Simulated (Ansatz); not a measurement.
# C3H3ClO: the cost of one run

All numbers below are computed with Ansatz 0.2.0 (RKS PBE0-D4/def2-mTZVP).

### Step 1. The system as given

Bond lengths: Cl1–C2 1.766 Å, C2–C3 1.346 Å, C3–C4 1.440 Å, C2–O5 1.297 Å, C4–O5 1.477 Å, C3–H6 1.109 Å, C4–H7 1.072 Å, C4–H8 1.119 Å. Angles: Cl1–C2–C3 132.3°, Cl1–C2–O5 132.9°, C3–C2–O5 94.7°, C2–C3–C4 90.6°, C2–C3–H6 135.2°, C4–C3–H6 134.0°, C3–C4–O5 83.6°, C3–C4–H7 123.1°, C3–C4–H8 115.6°, O5–C4–H7 111.3°, O5–C4–H8 108.4°, H7–C4–H8 110.8°, C2–O5–C4 90.9°.

Structure file:

```xyz
8

Cl   -0.4192    0.7838    2.6254
C    -0.2806    0.1883    0.9685
C     0.4843    0.5710   -0.0703
C    -0.0102   -0.5275   -0.8588
O    -0.8428   -0.7919    0.3319
H     1.2589    1.3473   -0.2321
H     0.5872   -1.3802   -1.1137
H    -0.6854   -0.2479   -1.7066
```

### Step 2. End point A

Contents of input.yaml:

```yaml
crystal:
  periodic: [false, false, false]
  atoms:
    - { symbol: Cl, position_ang: [-0.4192, 0.7838, 2.6254] }
    - { symbol: C, position_ang: [-0.2806, 0.1883, 0.9685] }
    - { symbol: C, position_ang: [0.4843, 0.571, -0.0703] }
    - { symbol: C, position_ang: [-0.0102, -0.5275, -0.8588] }
    - { symbol: O, position_ang: [-0.8428, -0.7919, 0.3319] }
    - { symbol: H, position_ang: [1.2589, 1.3473, -0.2321] }
    - { symbol: H, position_ang: [0.5872, -1.3802, -1.1137] }
    - { symbol: H, position_ang: [-0.6854, -0.2479, -1.7066] }
basis:
  gaussian: { orbitals: def2-mTZVP }
hamiltonian:
  xc: pbe0
  dispersion: d4
relax:
  f_tol: 0.02
  max_steps: 50
output:
  orbitals: {}
```

Run with:

```sh
$ ansatz run input.yaml --threads 2 --pin off --max-ram 3072MiB --backend cpu --events-out ev --progress --plain --runs-dir out
```

**Question.** How long does this run take on 2 threads of AMD EPYC 9R45 (Zen 5), shared host, and how much memory does it need?

About 10 s, with a peak of 0.25 GiB.
